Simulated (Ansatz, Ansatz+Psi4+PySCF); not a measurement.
```yaml
atoms:
  - { symbol: C, position_ang: [0.0056, -0.0081, -1.1177] }
  - { symbol: Cl, position_ang: [0.0021, -0.0012, 0.6657] }
  - { symbol: H, position_ang: [0.0008, -1.0269, -1.4763] }
  - { symbol: H, position_ang: [-0.9012, 0.5092, -1.4809] }
  - { symbol: H, position_ang: [0.8932, 0.5196, -1.4698] }
```

Basis set: cc-pVTZ (spherical functions). Correlated methods keep 6 orbitals frozen. Charge 0, multiplicity 1.

Computed with Ansatz (development build ahead of 0.2.0); each method stands on the lowest determinant of its kind that the runs found. Restricted open shells among the atoms or ions are ROHF, correlated in semicanonical orbitals with singles.

The atomization energy at this shape (free ground-state atoms in the same class of orbitals less the molecule, no zero-point energy) of singlet CH3Cl:

| method | atomization energy |
| --- | --- |
| RHF | 301.93 kcal/mol |

(1) What does RHF-MP2 give?

## Answers

(1) 387.59 kcal/mol.
